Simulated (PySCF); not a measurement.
Potential energy of AlO⁺ along the bond

Set-up: Al def2-TZVPPD, O def2-TZVPPD; no relativity (PySCF 2.14). Energies in eV from Al⁺ + O in their ground configurations at the same level. State: ³Π (triplet), unpaired electrons σ ↑, π ↑.

```json
{"R (Å)": "1.497", "B97-3": "-0.284"}
{"R (Å)": "1.567", "B97-3": "-0.862"}
{"R (Å)": "1.637", "B97-3": "-1.175"}
{"R (Å)": "1.689", "B97-3": "-1.284"}
{"R (Å)": "1.741", "B97-3": "-1.315"}
{"R (Å)": "1.793", "B97-3": "-1.288"}
{"R (Å)": "1.863", "B97-3": "-1.193"}
{"R (Å)": "1.950", "B97-3": "-1.020"}
{"R (Å)": "2.054", "B97-3": "-0.790"}
{"R (Å)": "2.194", "B97-3": "-0.518"}
```

Task: Put a parabola through the three lowest points of the B97-3 curve and estimate Re, k and ωe (reduced mass 10.04 u; 1 eV/Å² = 0.16022 mdyn/Å; ωe = 1302.8·√(k/μ) cm⁻¹).

Result: Through R = 1.689, 1.741, 1.793 Å the second-order coefficient is 10.7 eV/Å², so Re ≈ 1.743 Å, k ≈ 3.44 mdyn/Å and ωe ≈ 762 cm⁻¹. A polynomial fit of higher order to the unrounded B97-3 energies gives Re = 1.740 Å, k = 3.35 mdyn/Å, ωe = 752 cm⁻¹; anharmonicity and rounding make the difference.

The higher-order fit for each curve: B97-3: Re = 1.740 Å, ωe = 752 cm⁻¹, De = 1.31 eV.

For an ion De counts to the pair picked by the measured ionisation energies or electron affinities, which need not be the lowest pair at this level. The state is the lowest determinant that a PBE0 search found; another state may lie lower at other levels.
